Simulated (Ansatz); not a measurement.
Scan of CH₂, triplet: symmetric bend, bond length relaxed. Scanned: H-C-H angle. Other coordinates (C-H bond length) were minimised at PBE0/def2-TZVP.

Calculation: full CI/cc-pVDZ, frozen core in Ansatz (a program for electronic structure).

Scanned values (°): 171.60, 165.85, 156.74, 149.23, 140.75, 132.26, 122.75, 114.06, 109.17, 99.09, 93.84, 83.75, 75.26, 67.61.

Question: Describe the profile: where are the wells and the tops?

Answer: Lower than their neighbours: 132.26° (0.0 kJ/mol). Higher than their neighbours: 171.60° (26.6 kJ/mol, end of the scan), 67.61° (229.9 kJ/mol, end of the scan). The whole profile spans 229.9 kJ/mol.

The scan ran from 180.0 to 60.0; beyond the range shown the relaxed coordinates jump or full CI changes its symmetry label.
